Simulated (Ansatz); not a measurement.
A nudged elastic band was laid between two geometries of AlH4N + H2 (8 atoms, charge 0, multiplicity 1).

These are results of RKS PBE/def2-SVPD in Ansatz, not measurements.

```yaml
movable_images: 7
climbing_image: yes
spring: 5.0 eV/Å²
optimiser: quadratic models (default)
start_path: straight line
force_threshold: 0.03 eV/Å
iteration_limit: 60
end_points: relaxed
```

Image 0:

```xyz
8
Properties=species:S:1:pos:R:3
Al 0.002 -0.098 0.369
N 0.048 -0.465 2.129
H -0.767 -0.688 2.700
H 0.895 -0.499 2.696
H 1.392 0.161 -0.369
H -1.413 -0.159 -0.363
H -0.298 2.539 0.281
H -0.276 2.332 1.023
```

Image 8:

```xyz
8
Properties=species:S:1:pos:R:3
Al -0.008 0.424 -0.036
N -0.091 0.359 2.057
H -0.261 -0.595 2.399
H 0.787 0.684 2.480
H 1.249 -0.562 -0.266
H -1.481 -0.151 -0.363
H 0.237 2.008 -0.228
H -0.846 0.954 2.423
```

**Question.** Which bonds break or form, and what moves?

**Answer.** Bonds broken: H7–H8. Bonds formed: Al1–H7, N2–H8. AlH4N + H2 becomes AlH6N.

**Question.** Give the energies along the band, and the barrier.

**Answer.** The run converged. The highest image is number 3 of 0 to 8, 14.8 kcal/mol above the first end and 26.1 kcal/mol above the last; the last end lies 11.2 kcal/mol below the first. Another band between the same ends (7 images) ends at a top of the same energy, where a vibrational analysis finds 1 clearly imaginary mode. The orbitals stay closed-shell, which can raise the energy where a bond breaks towards radicals; this wasn't checked here.

```
image  path coordinate (Å)  energy (kcal/mol)  H7–H8 (Å)  Al1–H7 (Å)  N2–H8 (Å)
    0                 0.00                0.0       0.77        2.66       3.02
    1                 0.55                0.7       0.77        2.44       2.54
    2                 1.09                5.3       0.80        2.15       2.03
    3                 1.64               14.8       1.01        1.83       1.44
    4                 2.19               -1.8       1.64        1.66       1.06
    5                 2.73               -9.2       2.30        1.62       1.03
    6                 3.28              -10.8       2.79        1.61       1.03
    7                 3.83              -11.0       2.91        1.61       1.03
    8                 4.38              -11.2       3.05        1.61       1.03
```

**Question.** What is the geometry of the highest image?

**Answer.** 
```xyz
8
Properties=species:S:1:pos:R:3
Al -0.065 0.194 0.136
N 0.031 0.089 2.065
H -0.741 -0.266 2.636
H 0.915 -0.044 2.562
H 1.353 0.100 -0.590
H -1.461 -0.277 -0.475
H -0.278 1.935 0.644
H -0.168 1.392 1.488
```

The band took 15 iterations and of the order of 3 core-minutes.

Time of the run: 100 s on 2 threads of Arm Neoverse V2, on a shared host, peak memory 0.14 GiB.
